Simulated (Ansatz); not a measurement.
The reference is InAs in the zinc blende structure (space group F-43m, No. 216; a = 6.187 Å).

Calculations: PBE in Ansatz (plane waves to 420 eV, PAW, no spin-orbit coupling), earlier PAW set.

The change: full substitution As → Sb; the structure is relaxed again.

Measured lattice parameter a: InAs 6.047 Å (static lattice; corrected from measurement; as listed in Daniel Mejia-Rodriguez, S. B. Trickey, Phys. Rev. B (2018)); InSb 6.468 Å (static lattice; corrected from measurement; as listed in Daniel Mejia-Rodriguez, S. B. Trickey, Phys. Rev. B (2018)).

Question: How well does PBE reproduce the measured shift?

Answer: With PBE the lattice parameter a moves by +0.449 Å (6.187 → 6.635) against +0.421 Å measured.

No phonon test of stability was made. All final runs are without spin polarisation.

Ansatz is a quantum-chemistry and plane-wave program.
